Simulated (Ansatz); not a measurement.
# BSi+ (triplet): B3LYP, r2SCANh over a scan of the distance Si1–B2, cc-pVDZ

How well do these functionals follow the top wave-function level for BSi+ (triplet) over a scan of the distance Si1–B2?

Computed with Ansatz 0.2.0, Gaussian basis. Level: cc-pVDZ, all electrons in the functionals.

Plan: B3LYP, r2SCANh, at 1.716 Å; 1.888 Å; 2.095 Å; 2.301 Å; 2.517 Å; 2.954 Å; 3.329 Å; 3.952 Å; 4.516 Å; 5.553 Å; 7.216 Å.

17 further runs of the same task are left out: 1 for a known fault of the program, 13 that didn't finish, 3 set aside as unsound or not needed.

**1. The geometry**

The geometry derives from a PBE0/def2-TZVP stationary point (not a proven minimum). One bond is set to the value named and the two fragments are kept rigid.

2 atoms, charge 1, spin multiplicity 3.

Atoms are counted from 1 here; the program's logs count them from 0.

Bond lengths: Si1–B2 2.095 Å.

No dispersion term is added. B3LYP takes the VWN-RPA correlation.

The geometry shown and the zero of energy belong to the point 2.095 Å. The yardstick, FCI, and other wave-function levels (R restricted, U unrestricted, valence and pair active spaces) come from earlier runs.

**2. B3LYP, 1.716 Å**

The input, in.yaml:

```yaml
crystal:
  periodic: [false, false, false]
  atoms:
    - {symbol: Si, position_ang: [0.000000, 0.000000, 0.000000]}
    - {symbol: B, position_ang: [0.000000, 0.000000, 1.716000]}
basis:
  gaussian: {orbitals: cc-pVDZ}
total_charge: 1
magnetization: {spin_polarized: true, initial_magnetization: 2}
hamiltonian: {xc: {name: B3LYP}}
```

The run is started by

```
> ansatz run in.yaml --threads 1 --pin off --events-out ev --progress --plain --max-ram 2393MiB
```

Further steps of the session: B3LYP, 1.888 Å; B3LYP, 2.095 Å; B3LYP, 2.301 Å; B3LYP, 2.517 Å; B3LYP, 2.954 Å; B3LYP, 3.329 Å; B3LYP, 3.952 Å; B3LYP, 4.516 Å; B3LYP, 5.553 Å; B3LYP, 7.216 Å; r2SCANh, 1.716 Å; r2SCANh, 1.888 Å; r2SCANh, 2.095 Å; r2SCANh, 2.301 Å; r2SCANh, 2.517 Å; r2SCANh, 2.954 Å; r2SCANh, 3.329 Å; r2SCANh, 3.952 Å; r2SCANh, 4.516 Å; r2SCANh, 5.553 Å; r2SCANh, 7.216 Å.

**Question.** What will the summary of the whole plan be? Wanted: span of the FCI curve; largest miss, B3LYP; largest miss, r2SCANh.

**Answer**, as computed:

| quantity | value |
| --- | --- |
| span of the FCI curve | 211.8 kJ/mol |
| largest miss, B3LYP | -62.6 kJ/mol (7.216 Å) |
| largest miss, r2SCANh | -44.4 kJ/mol (7.216 Å) |

Of the functionals, r2SCANh keep the smallest largest miss at the points compared (at most 44.4 kJ/mol) and B3LYP strays most (62.6 kJ/mol, at 7.216 Å). r2SCANh clearly breaks the spin symmetry at some points (⟨S²⟩ up to 0.37 above the pure value), so energy there is bought with a mixed spin. Functionals and the yardstick converge differently with the basis, so part of each miss in cc-pVDZ is the basis.
